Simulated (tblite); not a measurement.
Compound: C3H7P.
Geometry (GFN2-xTB, Å), atoms numbered from 1 in this order:
```xyz
11
C3H7P angstrom
C     -0.1280    1.1668    0.8683
C      0.0033    0.0393    0.1844
C     -1.1019   -0.5707   -0.6214
P      1.5341   -0.9680    0.2444
H     -1.0515    1.7242    0.8667
H      0.6753    1.5767    1.4583
H     -0.8129   -0.6324   -1.6711
H     -1.2992   -1.5854   -0.2746
H     -2.0146    0.0152   -0.5416
H      2.3854    0.0817    0.5787
H      1.8155   -0.8448   -1.1181
```

Calculated harmonic vibrations of the isolated species, GFN2-xTB (tblite), most abundant isotopes, no scaling. Errors from tens to a few hundred cm⁻¹ against measured bands are possible. Modes of hydrogen on phosphorus can be 10 to 20 % off. One conformer, not necessarily the lowest.

Harmonic wavenumbers (cm⁻¹): 98.6, 146.7, 282.7, 366.0, 384.5, 644.6, 664.8, 823.2, 855.4, 889.5, 948.6, 1008.9, 1037.7, 1126.7, 1191.7, 1393.3, 1412.7, 1469.1, 1476.4, 1686.8, 2250.4, 2333.7, 2989.9, 3005.6, 3033.3, 3081.2, 3108.3.

A = 8891, B = 4572, C = 3144 MHz; mass 74.029 u (most abundant isotopes); point group C1, symmetry number 1.

Problem. Zero-point energy?

Solution. Half the sum of the wavenumbers: 18855 cm⁻¹ = 225.56 kJ/mol.

Problem. Give the ideal-gas entropy at 273.15 K and 1 bar in the rigid-rotor, harmonic-oscillator model (classical rotation).

Solution. Translation 160.72, rotation 104.91, vibration 43.24: S = 308.9 J/(mol K).

Problem. And Cp and H(273.15 K) − H(0)?

Solution. Cp = 86.94 J/(mol K), of which vibrations give 53.68 (their classical limit is 27 R = 224.5); H(273.15 K) − H(0) = 15.90 kJ/mol without the zero-point energy, 6.82 from vibrations.

Problem. How do the functions run with temperature in this model?

Solution. 
| T (K) | S (J/(mol K)) | Cp (J/(mol K)) | H − H(0) (kJ/mol) | G − H(0) (kJ/mol) | ln q(vib) |
| --- | --- | --- | --- | --- | --- |
| 50 | 211.8 | 40.1 | 1.76 | -8.83 | 0.08 |
| 100 | 243.0 | 50.9 | 4.05 | -20.25 | 0.43 |
| 298.15 | 316.7 | 92.5 | 18.15 | -76.28 | 2.47 |
| 373.15 | 339.3 | 108.9 | 25.70 | -100.89 | 3.32 |
| 500 | 374.6 | 133.2 | 41.11 | -146.20 | 4.80 |
| 750 | 435.8 | 168.4 | 79.10 | -247.72 | 7.74 |
| 1000 | 487.7 | 192.3 | 124.38 | -363.32 | 10.56 |

q(vib) and H(0) count from the zero-point level.

Problem. Which modes carry the vibrational entropy at 273.15 K?

Solution. 98.6 cm⁻¹: 13.85; 146.7 cm⁻¹: 10.66; 282.7 cm⁻¹: 5.73; 366.0 cm⁻¹: 4.04; 384.5 cm⁻¹: 3.74; 644.6 cm⁻¹: 1.26 J/(mol K); the other 21 give 3.95 together.

Problem. What must be added to the electronic energy to get the Gibbs energy at 273.15 K and 1 bar?

Solution. ZPE + [H(273.15 K) − H(0)] − T·S = 225.56 + 15.90 − 84.37 = 157.09 kJ/mol.

Problem. Blend soft modes into free rotors: weight 1/[1 + (100 cm⁻¹/ν̃)⁴] for the oscillator and the rest for a rotor with moment μB/(μ + B), μ = h/(8π²ν), B = 10⁻⁴⁴ kg m². What vibrational entropy results?

Solution. 42.03 J/(mol K) in place of 43.24, which changes −T·S at 273.15 K by +0.33 kJ/mol.

Hindered rotation and anharmonicity are outside this model. Other conformers, if any are populated, would add a mixing term that is left out. The structure is chiral; the term R ln 2 for an equal mix with its mirror image is left out.
